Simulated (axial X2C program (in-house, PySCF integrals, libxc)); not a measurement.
## Low determinants of OH at the PBE0 level, two-component

Computed with an in-house relativistic program for diatomic molecules. Two-component (2c) means X2C with spin–orbit coupling and atomic mean-field two-electron Coulomb and Gaunt terms. Basis: O dyall-av3z [7s6p3d2f], H dyall-v3z [6s2p1d] (cores contracted in-house); Gaussian nuclei, density fitting, unrestricted open shells. Masses: O 15.995 u, H 1.008 u.

Search at 0.950 Å (vertical energies from the lowest determinant):

| ΔE (eV) | state | electrons beyond evenly filled partner blocks | electrons in ±ω = 1/2, 3/2, 5/2, 7/2 |
| --- | --- | --- | --- |
| 0.00 | Ω = 3/2 | ω = 3/2 | 8 1 0 0 |
| 0.02 | Ω = 1/2 | ω = 1/2 | 7 2 0 0 |

Lowest determinant, Ω = 3/2 (⟨Sz⟩ = 0.50, ⟨Lz⟩ = 1.00 at PBE0): Re = 0.971 Å, ωe = 3761.8 cm⁻¹.

The determinant in row 2 of the search, Ω = 1/2 (⟨Sz⟩ = -0.50, ⟨Lz⟩ = 1.00 at PBE0), was followed along the bond at PBE0; measured from the minimum of the lowest determinant it gives:

Te = 0.017 eV (138 cm⁻¹), Re = 0.971 Å, ωe = 3761.9 cm⁻¹.

Question: Compare the bond of the determinant in row 2 with that of the lowest one.

Answer: At PBE0 its Re is the same within 0.001 Å and its force constant, which goes as ωe², is 1.00 times that of the lowest determinant. T0 ≈ Te + Δωe/2 = 138 + (0) = 138 cm⁻¹.

The search compares states at one distance, so a state with another bond length can lie lower; it is not exhaustive and yields mostly the lowest determinant of each block pattern, so other components and higher states of one pattern are missing. These are energies of single determinants, not of spin-adapted states; PBE0 term energies can be off by some tenths of an eV, and the functional has no current term.
